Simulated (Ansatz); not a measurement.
# BC₂+ (quintet): wave-function methods side by side, cc-pVTZ

The task here is to estimate one member of a computed series from the others.

Computed with Ansatz 0.2.0, Gaussian basis. Level: cc-pVTZ, core rule «outside noble gas», up to 3 orbitals frozen.

The runs, in order: UHF; CCSD(T) on ROHF; CCSD(T) on UHF; BCCD(T) on ROHF; CCSDT(Q) on ROHF; CCSDT(Q) on UHF; CASSCF and MRCISD+Q, 10 electrons in 12 orbitals; CASSCF and NEVPT2, 10 electrons in 12 orbitals.

5 further runs of the same task are left out: 5 set aside as unsound or not needed. Runs told in other sessions of the task aren't counted.

**The geometry**

The geometry is a PBE0/def2-TZVP stationary point (not a proven minimum) of the parent state, kept for this charge and spin.

3 atoms, charge 1, spin multiplicity 5.

Atoms are counted from 1 here; the program's logs count them from 0.

Bond lengths: B1–C2 1.416 Å, C2–C3 1.238 Å. Angles: B1–C2–C3 180.0°.

Set-up of the first run:

Input file in.yaml:

```yaml
crystal:
  periodic: [false, false, false]
  atoms:
    - {symbol: B, position_ang: [0.000000, 0.000000, -1.356900]}
    - {symbol: C, position_ang: [0.000000, 0.000000, 0.059500]}
    - {symbol: C, position_ang: [0.000000, 0.000000, 1.297400]}
basis:
  gaussian: {orbitals: cc-pVTZ}
total_charge: 1
magnetization: {spin_polarized: true, initial_magnetization: 4}
hamiltonian: {xc: hf}
output: {orbitals: {seedname: orbitals}}
```

Started as:

```console
ansatz run in.yaml --threads 1 --pin off --events-out ev --progress --plain --max-ram 2816MiB --backend cpu
```

Among the steps run: UHF; CCSD(T) on ROHF; CCSD(T) on UHF; BCCD(T) on ROHF; CCSDT(Q) on ROHF; CCSDT(Q) on UHF; CASSCF and MRCISD+Q, 10 electrons in 12 orbitals; CASSCF and NEVPT2, 10 electrons in 12 orbitals.

One of the session's tables, all rows but one given; the rest of the session is left out.

```
          method  from RCCSDT(Q) (kcal/mol)
            ROHF                    +179.49
             UHF                    +172.67
            RMP2                     +33.65
            UMP2                     +37.93
           RCCSD                     +15.33
           UCCSD                     +15.34
        RCCSD(T)                      +6.88
        UCCSD(T)                      +7.15
         BCCD(T)                      +6.88
          RCCSDT                      +2.63
          UCCSDT                          ?
       RCCSDT(Q)                          0
       UCCSDT(Q)                      -0.16
  CASSCF valence                     +99.90
  NEVPT2 valence                     +19.61
  MRCISD valence                      +5.67
MRCISD+Q valence                      +0.87
```

Estimate the missing values for UCCSDT.

The run gave: from RCCSDT(Q) (kcal/mol): +2.62. In the column «from RCCSDT(Q) (kcal/mol)» it lies between MRCISD+Q valence (+0.87) and RCCSDT (+2.63).

The program flags RCCSDT(Q), UCCSDT(Q) as in doubt (see the logs), so the zero of the table is itself unsure.

Caveats from the session: The report flags that the cluster equations may have other roots. The program flags RCCSDT(Q), UCCSDT(Q) as in doubt, so the zero of the table is itself unsure. Restricted and unrestricted rows rest on different reference determinants; a gap between their highest levels can come from leftover correlation error, from unlike frozen cores or from another state.
